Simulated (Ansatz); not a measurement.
**FHNO radical: geometry and frequencies at several levels**

One table from this session's results is given with a row withheld; the runs are named, their logs left out.

Program: Ansatz 0.2.0. Level of theory: the levels named in each step. These are calculated values, not measurements.

## The structure to begin with

Bond lengths: N2–O3 1.152 Å, F1–H4 0.940 Å.

As a file:

```xyz
4

F    -0.9893    0.9348    1.4851
N     0.2362   -0.3073   -0.6235
O     1.0093   -0.8731   -1.2628
H    -0.6559    0.5086    0.7163
```

Set-up of the first run:

File input.yaml:

```yaml
crystal:
  periodic: [false, false, false]
  atoms:
    - { symbol: F, position_ang: [-0.98932, 0.93485, 1.4851] }
    - { symbol: "N", position_ang: [0.23625, -0.30732, -0.62348] }
    - { symbol: O, position_ang: [1.00926, -0.87307, -1.26277] }
    - { symbol: H, position_ang: [-0.65591, 0.50858, 0.71628] }
magnetization:
  spin_polarized: true
  initial_magnetization: 1
basis:
  gaussian: { orbitals: def2-SVP }
hamiltonian:
  xc: pbe
  dispersion: d4
relax:
  f_tol: 0.03
  max_steps: 200
```

Command:

```sh
ansatz run input.yaml --threads 2 --pin off --max-ram 5120MiB --backend cpu --events-out ev --progress --plain --runs-dir out
```

Steps of the session up to this table: A rough first relaxation, PBE-D4/def2-SVP; Relaxation, PBE0-D4/def2-TZVPP; Frequencies, PBE0-D4/def2-TZVPP; Relaxation, PBE-D4/def2-TZVPP; Frequencies, PBE-D4/def2-TZVPP; Relaxation, r2SCAN-D4/def2-TZVPP; Frequencies, r2SCAN-D4/def2-TZVPP; Relaxation, B3LYP-D4/def2-TZVPP; Frequencies, B3LYP-D4/def2-TZVPP; Relaxation, B2PLYP/def2-TZVPP.

One table of the session follows, with a row left open; its other results are not shown here.

```
               level  N2–O3 (Å)  dipole (D)  highest frequency (cm⁻¹)
  PBE0-D4/def2-TZVPP     1.1358        2.55                      3972
   PBE-D4/def2-TZVPP     1.1530        2.65                      3704
r2SCAN-D4/def2-TZVPP     1.1436        2.55                      3876
 B3LYP-D4/def2-TZVPP          ?           ?                         ?
   B2PLYP/def2-TZVPP     1.1489        2.53                         -
```

Estimate the missing values for B3LYP-D4/def2-TZVPP.

The run gave: N2–O3 (Å): 1.1409; dipole (D): 2.55; highest frequency (cm⁻¹): 3916. In the column «N2–O3 (Å)» it lies between PBE0-D4/def2-TZVPP (1.1358) and r2SCAN-D4/def2-TZVPP (1.1436).
